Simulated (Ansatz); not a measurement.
**TiH₂, singlet: reading a ladder of total energies**

Geometry: a PBE0/def2-TZVP stationary point for this spin, not checked as a minimum.

```xyz
3

Ti    0.0000    0.0000    0.0000
H     0.0000    0.0000   -1.8474
H     0.0000    0.0000    1.8474
```

Basis def2-SVP; Ansatz 0.2.0. Correlated methods freeze the noble-gas cores, which leaves 6 electrons in 32 orbitals. R marks a restricted (for open shells ROHF) determinant. No spin–orbit coupling is included, and no scalar relativity. The metal's outer-core shells are frozen, which leaves out core–valence correlation.

Full CI is exact within this basis and frozen core; it isn't the basis-set limit.

Runs differ by some tens of microhartree through their thresholds, so steps under 0.03 kcal/mol mean nothing.

```
     level  total energy (hartree)
       RHF             -849.353224
      RMP2             -849.414032
     RCCSD             -849.447198
  RCCSD(T)             -849.450853
   RCCSDT*             -849.454051
RCCSDT(Q)*             -849.454495
   full CI             -849.454797
```

Task: What is the correlation energy at full CI, and what share of it do RMP2 and RCCSD recover?

Result: E(corr) = -849.454797 − (-849.353224) = -0.101573 hartree = -2.764 eV. RMP2: -0.060808 / -0.101573 = 59.87 %. RCCSD: -0.093974 / -0.101573 = 92.52 %.

Task: By how many kcal/mol does RCCSD(T) miss full CI (1 hartree = 627.509 kcal/mol), and which steps make up the rest?

Result: -849.450853 − (-849.454797) = 0.003944 hartree = 2.47 kcal/mol. Steps: RCCSDT − RCCSD(T) = -2.01, RCCSDT(Q) − RCCSDT = -0.28, full CI − RCCSDT(Q) = -0.19 kcal/mol. With more than one leading determinant such errors change with state and geometry, and needn't cancel in differences.

An asterisk marks runs whose energy the program itself flagged as in doubt.
